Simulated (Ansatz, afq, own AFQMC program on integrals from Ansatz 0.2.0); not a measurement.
AFQMC on a folder of integrals that Ansatz 0.2.0 wrote.

```yaml
crystal:
  periodic: [false, false, false]
  atoms:
    - {symbol: Ti, position_ang: [0.000000, 0.000000, 0.000000]}
    - {symbol: Cl, position_ang: [0.000000, 0.000000, 3.280600]}
basis:
  gaussian: {orbitals: def2-SVP}
magnetization: {spin_polarized: true, initial_magnetization: 5}
correlation: {method: ccsd_t, electrons: outside_noble_gas, hamiltonian_folder: ham}
```

```sh
$ ansatz run in.yaml --threads 1 --pin off --events-out ev --progress --plain --max-ram 16896MiB --backend cuda --devices 0, --max-vram 18GiB
```

afq runs on the folder ham with

```
--method phaseless --trial cisd --walkers 4000 --populations 20 --least-time 60 --time-step 0.005 --steps-per-block 50 --equilibration-blocks 40 --max-blocks 4000 --target-error 0.0002 --factor-cut 1e-05 --start spin_pure --seed 5244 --release-times 0.24,0.6,1.2,2,3,4.2 --release-step 0.04 --release-every 3 --taylor-order 6
```

Times are imaginary, in 1/Eh. The walk had a cap of 171 s. With eight or more populations the least sampling time is a fifth of least-time, and the error comes from their spread.

Output of the walk:

```
orbitals 35  electrons 8 3  factors 270 of 510
reference energy -1307.57222011 Eh
CCSD correlation -0.15327031 Eh in 21 cycles, weight of the determinant in the CISD state 0.9374
energy of the start -1307.725408 Eh
 block  time / (1/Eh)  mean weight  energy / Eh
     1     0.250  0.9996  -1307.724143
     2     0.500  1.0002  -1307.724776
     3     0.750  0.9998  -1307.725506
     4     1.000  0.9998  -1307.726136
     5     1.250  1.0002  -1307.726518
     8     2.000  0.9996  -1307.727028
    12     3.000  0.9999  -1307.727054
    45    11.250  0.9999  -1307.726917
    78    19.500  1.0003  -1307.726889
   111    27.750  0.9999  -1307.726700
   144    36.000  0.9997  -1307.727115
   177    44.250  1.0001  -1307.726880
   210    52.500  0.9998  -1307.726986
   243    60.750  1.0001  -1307.731584
   276    69.000  1.0002  -1307.726594
   287    71.750  0.9998  -1307.726584
   309    77.250  0.9999  -1307.727113
   342    85.500  1.0000  -1307.726869
   375    93.750  1.0000  -1307.726726
   408   102.000  0.9999  -1307.726908
   441   110.250  0.9998  -1307.727230
error from the spread of 20 populations
released: time / (1/Eh)  energy / Eh  error  mean overlap
  0.24  -1307.727108  0.000043  0.9989
  0.60  -1307.687661  0.035136  0.9977
  1.20  -1307.722493  0.005049  0.9981
  2.00  -1307.727375  0.000105  0.9968
  3.00  -1307.731887  0.003025  0.9879
  4.20  -1307.739200  0.013960  0.9768
energy -1307.726936 +/- 0.000028 Eh
(rows thinned)
```

The run passed its tests (sampling time, drift between the halves within three errors, error under three times the target), which doesn't prove that it has relaxed, ending at its cap on processor time.

Against this walk (error 0.8 meV) on the same determinant: CCSD(T) 1.0 meV higher (within the noise). The error is statistical and leaves out the bias of the constraint. None of these is a sure reference here. The released energies have errors that jump between times, so the bars are unsure (meV from the phaseless value at times in 1/Eh: 1069 ± 956 at 0.60, 121 ± 137 at 1.20, -12 ± 3 at 2.00, -135 ± 82 at 3.00, -334 ± 380 at 4.20), so they give no level; they do show a bias of the constraint, and the last of them that isn't too noisy lies 13 meV below CCSD(T).

Cautions: constraint bias not in the error; no relativity below Rb; outer-core shells of the metal frozen; another spin lies lower.

The walk took 2.9 min on 1 × NVIDIA H100 80GB HBM3 with 2 threads of AMD EPYC 7R13 Processor (Zen 3), on a shared host (the card was shared). The log's last line is the phaseless energy.

A walk keeps the symmetry of its determinant, which the program's search chose and which needn't be the lowest solution, so a lower state of the same spin and another symmetry isn't excluded.
